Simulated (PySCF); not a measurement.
**What an electron can do to HF**

CCSD(T) in PySCF with def2-TZVPPD on every atom, for the lowest determinant that a PBE0 search found; no spin–orbit coupling.

| species | state (unpaired electrons) | Re (Å) | ωe (cm⁻¹) | energy of the minimum from the neutral (eV) | De (eV) | dissociates to |
| --- | --- | --- | --- | --- | --- | --- |
| HF | singlet (closed shell) | 0.919 | 4124 | 0.00 | 6.02 | H + F |
| HF⁺ | doublet (π ↑) | 1.003 | 3104 | 15.95 | 3.67 | H⁺ + F |

Question: Work out the lowest energy to break HF into atoms, from its vibrational ground state.

Answer: D0 = De − ωe/2 = 6.02 − 0.26 = 5.76 eV (CCSD(T)/def2-TZVPPD).

Question: Work out the ionisation energy of the H atom at this level and the threshold of dissociative ionisation.

Answer: IE(H) = 15.95 + 3.67 − 6.02 = 13.60 eV, so H⁺ + F + e⁻ appears at D0 + IE(H) = 19.36 eV (CCSD(T)/def2-TZVPPD). The measured IE(H) is 13.598 eV (NIST ASD).

These are thermodynamic thresholds; the onsets seen under electron impact lie higher where the geometry changes, and cross-sections peak well above them.

Correlated steps freeze 1 core orbital. For an ion De counts to the pair picked by the measured ionisation energies or electron affinities, which need not be the lowest pair at this level. Where the molecule has an RHF reference, its open-shell atoms are computed with UHF. States were picked by a PBE0 search and need not be the measured ground states.
